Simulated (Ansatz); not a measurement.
**HGe–AsH, doublet: vertical spin and charge gaps**

Geometry (PBE0/def2-TZVP stationary point for this spin, not checked as a minimum):

```xyz
4

Ge    0.0000   -0.0515    1.2523
As    0.0000    0.0490   -1.2133
H     0.0000    1.5453    1.3047
H     0.0000   -1.4745   -1.3648
```

Basis cc-pVDZ; Ansatz 0.2.0. Correlated methods freeze the noble-gas cores and the filled d shells of p-block atoms. R marks a restricted (for open shells ROHF) determinant, U an unrestricted one. Active spaces: valence = (11e, 10o) chosen from the atoms' valence shells. No spin–orbit coupling is included, and no scalar relativity.

Gaps are energies of the second state less the first, at fixed atoms, for a selection of the levels run; each method lands on the state that its own search finds for that charge and spin.

For open shells CISD is restricted-active-space CI with the open shells as a complete middle space.

Removing an electron, to the triplet: 8.061 eV at UCCSDT(Q).

```json
{"level": "UMP2", "gap (eV)": "8.084", "error (meV)": "23"}
{"level": "CISD", "gap (eV)": "7.979", "error (meV)": "-82"}
{"level": "UCCSD", "gap (eV)": "8.064", "error (meV)": "3"}
{"level": "BCCD(T)", "gap (eV)": "8.075", "error (meV)": "14"}
{"level": "UCCSDT", "gap (eV)": "8.061", "error (meV)": "0"}
{"level": "CASSCF (valence space)", "gap (eV)": "7.410", "error (meV)": "-651"}
{"level": "NEVPT2 (valence space)", "gap (eV)": "7.896", "error (meV)": "-165"}
{"level": "PBE", "gap (eV)": "8.254", "error (meV)": "193"}
{"level": "B2PLYP", "gap (eV)": "8.234", "error (meV)": "173"}
{"level": "RPA-PBE", "gap (eV)": "8.254", "error (meV)": "193"}
```

Q: PBE gives 1.496 eV for quartet less doublet. Estimate what UCCSDT(Q) gives in cc-pVDZ.

A: UCCSDT(Q) in cc-pVDZ gives 1.373 eV, so against it PBE is off by 0.123 eV, of which a good part can be the reference's own basis and frozen-core error.

```
                 level  gap (eV)  error (meV)
                 UCCSD     1.355          -18
              UCCSD(T)     1.371           -2
               BCCD(T)     1.382            9
                UCCSDT     1.371           -2
CASSCF (valence space)     1.341          -32
NEVPT2 (valence space)     1.364           -9
                  PBE0     1.413           40
                B2PLYP     1.511          138
               RPA-PBE     1.504          131
```

In so small a basis the reference is far from its limit while semilocal and hybrid functionals are nearer theirs (RPA and double hybrids share much of the reference's basis error), so the functionals' errors here hold much of the reference's basis and frozen-core error, which can add to them or hide them.

Full CI isn't at hand for all of this; UCCSDT(Q) serves as the reference, and is uncertain by about the last step of the cluster series. The frozen core follows each run's orbitals, which can shift R against U totals by a few meV for light atoms and by up to 0.1 eV past Ca.
